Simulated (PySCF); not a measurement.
# Neon: a sound run and one with changed settings

Sound run: Ne [Ne], Ne+ [He] 2s2 2p5. All numbers are calculated (PySCF 2.14, the non-relativistic Hamiltonian (point nucleus), in pcseg-2). In the sound run the correlated levels freeze 1s2. The sound run starts from symmetry-adapted Hartree-Fock orbitals and uses a fine grid where one is needed.

Changed run: all electrons correlated in a basis built for the valence shell.

| species | method | sound run (hartree) | changed run (hartree) | converged |
| --- | --- | --- | --- | --- |
| Ne | MP2 | -128.78420 | -128.78939 | yes |
| Ne | CCSD(T) | -128.79103 | -128.79592 | yes |
| Ne+ | MP2 | -127.98998 | -127.99492 | yes |
| Ne+ | CCSD(T) | -128.00436 | -128.00906 | yes |

Ionisation energy of Ne:

```
 method  sound run (eV)  changed run (eV)
    UHF          19.704            19.704
    MP2          21.612            21.619
SCS-MP2          21.464            21.467
   CCSD          21.354            21.359
CCSD(T)          21.406            21.412
```

A valence basis has no tight correlating functions, so it recovers only part of the core correlation, and not evenly between atom and ion.

For comparison, NIST gives 21.565 eV between the lowest levels.
